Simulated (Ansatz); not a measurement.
# BH5N2: the cost of one run

Program: Ansatz 0.2.0. Level of theory: UHF/def2-mTZVP. These are calculated values, not measurements.

## Step 1: The system as given

Bond lengths: B1–N2 1.802 Å, B1–N3 1.336 Å, B1–H5 1.158 Å, N2–H6 1.011 Å, N2–H7 1.011 Å, N3–H8 1.005 Å. Angles: B1–N2–H6 116.6°, B1–N2–H7 116.8°, H6–N2–H7 109.8°, N2–B1–N3 91.9°, N2–B1–H5 122.7°, N3–B1–H5 145.4°, B1–N3–H8 135.5°.

Coordinates:

```xyz
8

B    -0.4076   -0.1416    0.7358
N     1.0324    0.2155   -0.2868
N    -1.2061   -0.2024   -0.3337
H    -0.0871    0.0796   -1.0208
H    -0.3531   -0.2163    1.8900
H     1.4572    1.1248   -0.1686
H     1.7502   -0.4949   -0.3281
H    -2.1859   -0.3647   -0.4877
```

## Step 2: Run 1

150 steps of 0.5 fs at constant energy, with velocities drawn for 600 K.

File input.yaml:

```yaml
crystal:
  periodic: [false, false, false]
  atoms:
    - { symbol: B, position_ang: [-0.4076, -0.1416, 0.7358] }
    - { symbol: "N", position_ang: [1.0324, 0.2155, -0.2868] }
    - { symbol: "N", position_ang: [-1.2061, -0.2024, -0.3337] }
    - { symbol: H, position_ang: [-0.0871, 0.0796, -1.0208] }
    - { symbol: H, position_ang: [-0.3531, -0.2163, 1.89] }
    - { symbol: H, position_ang: [1.4572, 1.1248, -0.1686] }
    - { symbol: H, position_ang: [1.7502, -0.4949, -0.3281] }
    - { symbol: H, position_ang: [-2.1859, -0.3647, -0.4877] }
magnetization:
  spin_polarized: true
basis:
  gaussian: { orbitals: def2-mTZVP }
hamiltonian:
  xc: hf
md:
  timestep: 0.5
  n_steps: 150
  ensemble: nve
  temperature: 600.0
  initial_velocities: maxwell_boltzmann
  seed: 368858
```

On the command line:

```
$ ansatz run input.yaml --threads 1 --pin off --max-ram 2048MiB --backend cpu --events-out ev --progress --plain --runs-dir out
```

Q: Estimate wall time and peak memory on 1 thread of an Arm CPU, shared host.

About 2.4 min, with a peak of 0.13 GiB.
